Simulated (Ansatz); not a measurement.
A made-up structure of CHS2, doublet:

```xyz
4
angstrom
S 0.1218 -0.2439 0.5255
C 0.8395 -0.0403 1.9066
S -0.1156 0.6069 -0.8910
H -0.8457 -0.3226 -1.5411
```

It is relaxed with PBE-D4/def2-SVP and then PBE0-D4/def2-TZVP (Ansatz 0.2.0). Atoms count as bonded within 1.22 times the sum of their covalent radii (H–H: 0.88 Å). The end point is not checked to be a true minimum.

**Question.** Does its bonding change? (A judgement: the text doesn't fix the answer.)

**Answer.** The calculation gives: No: no bond forms or breaks.

Where it ends: The first stage lowers the energy by 3.82 eV in 8 steps. It ends as CHS₂ ([C][S][SH]):
| atom | x (Å) | y (Å) | z (Å) |
| --- | --- | --- | --- |
| S1 | 0.0767 | -0.5588 | 0.7543 |
| C2 | 0.9142 | 0.1041 | 1.9215 |
| S3 | -0.1338 | 0.7065 | -1.0355 |
| H4 | -0.8571 | -0.2519 | -1.6402 |

Labels in which every atom is bracketed show which atoms are joined, not bond orders.

For scale, one of the runs: PBE0-D4/def2-TZVP relaxation, 111 basis functions, launched by `ansatz run in.yaml --threads 2 --pin off --events-out ev --progress --plain --max-ram 4352MiB`. The run took about 19 s on 2 CPU threads of an Arm Neoverse V2 (shared host).
